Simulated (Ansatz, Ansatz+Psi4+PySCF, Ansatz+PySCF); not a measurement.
```xyz
13

C     0.0000    0.0000    0.1919
C     0.0000    1.4782   -0.0209
C     1.2801   -0.7391   -0.0209
C    -1.2801   -0.7391   -0.0209
H     0.0000    1.7315   -1.0938
H    -0.8870    1.9458    0.4176
H     0.8870    1.9458    0.4176
H     1.4995   -0.8658   -1.0938
H     2.1286   -0.2047    0.4176
H     1.2416   -1.7411    0.4176
H    -1.4995   -0.8658   -1.0938
H    -1.2416   -1.7411    0.4176
H    -2.1286   -0.2047    0.4176
```

Basis set: cc-pVTZ (spherical functions). Frozen core: 4 orbitals. Correlation on ROHF uses semicanonical orbitals with singles. Charge 0, multiplicity 2.

Computed with Ansatz (development build ahead of 0.2.0); free ground-state atoms in the same class of orbitals, no zero-point energy, no relativity.

The atomization energy of doublet C4H9 from measured heats of formation, zero-point and thermal terms removed is 51.978 eV (G2/97 set, Curtiss et al., J. Chem. Phys. 106, 1063 (1997), as shipped with ASE); it holds spin-orbit and other relativistic effects.

Problem. How far do ROHF-MP2, UHF-MP2, UHF, ROHF miss it in this basis?

Solution.

```tsv
method	atomization energy (eV)	computed − measured (eV)
ROHF-MP2	51.164	-0.814
UHF-MP2	51.130	-0.848
UHF	39.902	-12.076
ROHF	40.301	-11.677
```
